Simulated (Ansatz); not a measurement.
ClH2NSi (`N[Si]Cl`), relaxed with RKS PBE0-D4/def2-TZVP in the Gaussian-basis code of Ansatz from a PBE-D4/def2-SVP geometry. The force threshold is 0.005 eV/Å; the program also tests the step.

Charge 0, multiplicity 1.

Start:

```xyz
5

N    -0.640    0.133   -0.131
Si    0.353   -0.838    0.902
Cl    2.244   -0.183    0.156
H    -1.663    0.104   -0.081
H    -0.295    0.784   -0.845
```

How much energy does the relaxation release, and in how many steps? (Estimate.)

Ansatz gave: 0.74 kcal/mol, in 7 steps.

Which bonds change most? (Best estimate.)

Ansatz gave: Si2–Cl3 from 2.136 to 2.104 Å; N1–Si2 from 1.731 to 1.701 Å; N1–H5 from 1.026 to 1.010 Å; N1–H4 from 1.025 to 1.009 Å.

Give the relaxed structure. (Estimate.)

Ansatz gave: 
```xyz
5

N    -0.631    0.134   -0.134
Si    0.347   -0.818    0.881
Cl    2.224   -0.190    0.164
H    -1.637    0.095   -0.072
H    -0.303    0.778   -0.839
```
